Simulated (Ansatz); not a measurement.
## SF2 (sulfur difluoride): where methods fail along a bond

SF2: 3 atoms, total charge 0, spin state singlet. As SMILES, `FSF`. Geometry: relaxed at GFN2-xTB.

```xyz
3

F     0.4547    1.1315    0.3751
S    -0.6270    0.1317   -0.3283
F     0.1722   -1.2632   -0.0467
```

The S2–F3 distance is scanned; the parts on either side stay rigid. Basis STO-3G, 7 core orbitals frozen in the correlated methods; program Ansatz 0.2.0. FCI is exact within this basis and core. Energies in eV from each method's value at 1.632 Å; methods without a U are spin-restricted. The shape above is that at 1.632 Å.

```csv
distance (Å),SVWN5,r2SCAN,PBE0,BHLYP,MP2,CCSD(T),FCI
1.632,0.00,0.00,0.00,0.00,0.00,0.00,0.00
2.040,1.09,0.99,1.25,1.59,1.38,0.73,0.72
2.448,3.07,2.91,3.41,4.10,3.12,1.68,1.68
3.264,5.03,4.83,5.62,6.72,2.60,1.90,2.01
4.080,5.38,5.17,6.10,7.35,-0.08,1.89,2.02
```

Departure from the FCI curve at its largest: SVWN5 +3.36 eV at 4.08 Å; r2SCAN +3.16 eV at 4.08 Å; PBE0 +4.08 eV at 4.08 Å; BHLYP +5.33 eV at 4.08 Å; MP2 -2.10 eV at 4.08 Å; CCSD(T) -0.12 eV at 4.08 Å. The curve of MP2 turns over, which the reference doesn't. Restricted functionals keep the electrons paired too, and rise too high.
